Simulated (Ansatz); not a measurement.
BH2⁻, singlet: vertical spin and charge gaps

Geometry (PBE0/def2-TZVPD stationary point for this spin, not checked as a minimum):

```
atom   x (Å)    y (Å)    z (Å)
   B  0.0000  -0.1234   0.0000
   H  0.0000   0.6616  -0.9691
   H  0.0000   0.6616   0.9691
```

Basis aug-cc-pVDZ; Ansatz 0.2.0. Correlated methods freeze the noble-gas cores. R marks a restricted (for open shells ROHF) determinant. Active spaces: valence = (6e, 6o) chosen from the atoms' valence shells.

Gaps are energies of the second state less the first, at fixed atoms, for a selection of the levels run; each method lands on the state that its own search finds for that charge and spin.

Removing an electron, to the doublet: 0.477 eV at full CI (singlet A1, doublet ion A1, in C2v).

```
                   level  gap (eV)  error (meV)
                     RHF    -0.674        -1151
                    CISD     0.270         -207
                RCCSD(T)     0.461          -16
                 BCCD(T)     0.461          -16
                  RCCSDT     0.471           -6
                 RCCSDTQ     0.477            0
  NEVPT2 (valence space)     0.097         -380
  MRCISD (valence space)     0.376         -101
MRCISD+Q (valence space)     0.480            3
                 wB97M-V     0.607          130
```

Wrong sign: RHF.

In so small a basis the reference is far from its limit while semilocal and hybrid functionals are nearer theirs, so the functionals' errors here hold much of the reference's basis and frozen-core error, which can add to them or hide them.

Full CI is exact within this basis and frozen core; it isn't the basis-set limit.
